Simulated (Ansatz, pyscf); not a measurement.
H₃C–BH–Cl -> B–Cl [singlet] + methane (CH₄), a 1,1-elimination on the singlet surface: B–C, B–H broken, C–H formed. Structures and frequencies: ωB97X-D3(BJ)/def2-SVP in PySCF. Wave-function energies: Ansatz (a program for electronic structure), frozen core, RHF or UHF references. In kJ/mol, from the reactant's lowest minimum found.

| level | barrier | reaction energy |
|---|---|---|
| r²SCAN/def2-TZVP | 414.28 | +291.49 |
| PBE0-D3(BJ)/def2-TZVP | 422.04 | +294.95 |
| CCSD(T)/cc-pV(D+d)Z | 423.14 | +241.00 |
| CCSDT(Q)/cc-pV(D+d)Z | (withheld) | (withheld) |
| CCSD(T)/cc-pV(T+d)Z | 422.90 | +255.41 |
| CCSD(T)/cc-pV(Q+d)Z | (withheld) | +260.63 |

### Question
What belongs in the gaps?

### Answer

- CCSDT(Q)/cc-pV(D+d)Z, barrier: 420.97
- CCSDT(Q)/cc-pV(D+d)Z, reaction energy: +240.19
- CCSD(T)/cc-pV(Q+d)Z, barrier: 423.46

In cc-pV(D+d)Z, going from CCSD(T) to CCSDT(Q) shifts the barrier by -2.18 and the reaction energy by -0.82 kJ/mol. With HF in the quadruple-zeta basis and the correlation energy extrapolated as X⁻³ from X = 3, 4, CCSD(T) gives 424.36 and +264.15; adding the double-zeta shift gives ΔE‡ = 422.18 and ΔE = +263.33 kJ/mol, without core correlation, relativity or geometry relaxation at these levels. This is the saddle that the search found; another between the same sides may lie lower.
